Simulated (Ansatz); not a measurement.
This geometry of ClH + H5NSi (9 atoms, charge 0, multiplicity 1) is a first-order saddle point.

These are results of Ansatz 0.2.0, RKS B3LYP/cc-pVDZ, not measurements.

```xyz
9
Properties=species:S:1:pos:R:3
Si 0.087 -0.101 0.073
N 0.122 -0.208 2.009
H -0.808 -0.202 2.441
H 0.676 0.542 2.435
H 1.379 0.309 -0.525
H -0.716 1.192 0.106
H -0.842 -1.071 -0.552
Cl 1.442 -2.298 0.693
H 0.617 -1.133 2.132
```

Which two structures does it join? (They come from a converged band through this point; their orientation in space is the band's.)

Bonds broken: Si1–N2, Cl8–H9. Bonds formed: Si1–Cl8, N2–H9. ClH + H5NSi becomes ClH3Si + H3N.

First end point:

```xyz
9
Properties=species:S:1:pos:R:3
Si -0.172 0.322 0.036
N 0.134 -0.187 1.726
H -0.714 -0.369 2.269
H 0.697 0.474 2.267
H 1.160 0.495 -0.608
H -0.942 1.605 -0.063
H -0.954 -0.773 -0.606
Cl 1.719 -2.848 1.952
H 1.030 -1.689 1.840
```

Last end point:

```xyz
9
Properties=species:S:1:pos:R:3
Si 0.476 -0.134 -0.517
N -0.260 -0.374 2.536
H -1.184 -0.592 2.918
H 0.130 0.338 3.160
H 0.779 0.008 -1.975
H 0.590 1.194 0.139
H -0.859 -0.768 -0.359
Cl 1.978 -1.430 0.212
H 0.307 -1.211 2.700
```

How far does it lie above each of them?

0.38 eV above the first and 0.67 eV above the second. This is the barrier of this one path; another mechanism may lie lower. The orbitals stay closed-shell, which can raise the energy where a bond breaks towards radicals; this wasn't checked here.

Run time: 5.3 min on 1 thread of Arm Neoverse V1, on a shared host, peak memory 0.17 GiB.
